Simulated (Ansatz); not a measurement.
Bulk modulus (GPa) along a series of related solids, from PBEsol (Ansatz, an electronic-structure program, PAW); r²SCAN-D4 (Ansatz, plane waves, PAW).

| solid | PBEsol | r²SCAN-D4 | measured |
|---|---|---|---|
| hcp Y | 42.3 | 41.0 | 41.7 (37.3–41.7) |
| hcp Zr | 98.3 | 95.8 | – |
| bcc Nb | 181 | 175 | 173 |
| bcc Mo | 280 | 275 | 265 (265–278) |
| fcc Rh | 295 | 291 | 271 (271–289) |
| fcc Pd | 204 | 191 | 195 (187–198) |
| fcc Ag | 119 | 110 | 110 (104–111) |
| hcp Cd | 54.4 | 48.8 | 53.8§ (50.7–53.8) |

r²SCAN-D4 less measured, from the printed values: hcp Y -1.7 %, bcc Nb +1.2 %, bcc Mo +3.8 %, fcc Rh +7.4 %, fcc Pd -2.1 %, fcc Ag 0.0 %, hcp Cd -9.3 %.

A member of the series is missing where a level wasn't run or failed, where a doubt is noted on the run or the magnetic state, for phases of high temperature or layered ones, and where values are held back for tests.

Ansatz's runs of these crystals have no spin polarisation. Meta-GGAs and exact exchange favour moments, which can bear on hcp Y, fcc Rh, fcc Pd.

In Ansatz's fits of the non-cubic solids, shape and atoms are relaxed at each volume.

A dash: no measured value is used.

Each level is taken at its own relaxed cell. Ansatz's density-functional and Hartree–Fock values are scalar-relativistic unless marked +SOC, with PAW data made under PBE.

Measured values are for low temperature or corrected to a static lattice. References as tabulated in doi:10.1021/acs.jctc.3c00612; Levämäki et al. (2014), arXiv:1402.3671; Mejia-Rodriguez and Trickey (2018), arXiv:1807.09216.

§ marks references from which a value of another source on file, of any temperature and not printed here, differs by over 15 %.

Brackets give the range of the sources taken for a reference, where it is wide; it can hold other temperatures.
